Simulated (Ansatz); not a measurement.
The input, for Ansatz 0.2.0:

```yaml
crystal:
  periodic: [false, false, false]
  atoms:
    - {symbol: P, position_ang: [0.000000, -0.050391, 0.015541]}
    - {symbol: H, position_ang: [0.000000, 0.914620, -1.732819]}
    - {symbol: H, position_ang: [0.000000, 0.633874, 1.255259]}
basis:
  gaussian: {orbitals: cc-pVDZ}
total_charge: 1
magnetization: {spin_polarized: false, initial_magnetization: 2}
correlation: {active_space: {ras: {orbitals: [2, 2, 19], electrons: 6, max_holes: 2, max_particles: 2}, fixed_orbitals: true}}
```

```sh
$ ansatz run in.yaml --threads 1 --pin off --events-out ev --progress --plain --max-ram 2393MiB
```

(1) Roughly how long does this take on 1 thread of Arm Neoverse V2, shared host, and how much host memory?

```
282 factors; integrals over basis functions are off by at most 1.0e-3 eV
mean field evaluation 1: about -9291.0012 eV, gradient 7.4e0 eV
mean field evaluation 2: about -9291.0022 eV, gradient 7.4e0 eV
mean field evaluation 4: about -9291.5214 eV, gradient 9.4e-1 eV
mean field evaluation 8: about -9291.5472 eV, gradient 1.4e-2 eV
mean field -9291.54725529 eV, -341.4580635948 hartree, gradient 1.8e-6 eV, S^2 2.000000; 0 other end points of the search recorded, 0 dependent functions left out
reference -9291.54725529 eV, -341.4580635948 hartree; 9, 7 occupied and 19, 21 virtual orbitals, 282 factors
state -9294.67282788 eV, -341.5729262691 hartree
Total energy: -9294.67282788 eV, -341.5729262691 hartree
```

Natural occupations: 1.9619 1.9174 0.9931 0.9907 0.0621 0.0234 0.0088 0.0085 0.0073 0.0070 0.0063 0.0034 0.0030 0.0021 0.0015 0.0009 0.0009 0.0006 0.0004 0.0003 0.0002 0.0001 0.0001.

For the same geometry and basis full CI lies 213.6 meV lower.

Results:

(1) 0.36 s wall and 0.08 GiB.
